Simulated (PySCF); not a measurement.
**propargyl chloride (C#CCCl, C$_{3}$H$_{3}$Cl)**

Cartesian coordinates in Å; atom numbers follow the order of the lines, from 1:
```xyz
7

C     1.6719   -0.4416    0.1927
C     0.5070   -0.1883    0.0648
C    -0.9001    0.0930   -0.0884
Cl   -1.2140    1.8341   -0.3627
H     2.7074   -0.6590    0.3077
H    -1.3145   -0.4405   -0.9434
H    -1.4544   -0.1892    0.8065
```

Computed, not measured: quadratic response CAM-B3LYP/aug-cc-pVTZ first hyperpolarisability, Taylor convention, gas phase (PySCF 2.14.0). Geometry: PBE0-D3(BJ)/def2-TZVP.

Task: Give the tensor of the static β(0;0,0) in the axes of these coordinates.

Result: In au, Taylor convention; rows are the first index (the induced dipole):
|  | xx | yy | zz | xy | xz | yz |
| --- | --- | --- | --- | --- | --- | --- |
| x | +5.8 | +0.8 | -12.1 | -18.2 | +5.2 | -3.0 |
| y | -18.2 | +11.6 | -5.3 | +0.8 | -3.0 | -3.1 |
| z | +5.2 | -3.1 | -0.7 | -3.0 | -12.1 | -5.3 |

Norm of βᵢ = ⅓ Σⱼ (βᵢⱼⱼ + βⱼᵢⱼ + βⱼⱼᵢ): 13.2 au, hyper-Rayleigh value 13.8 au.
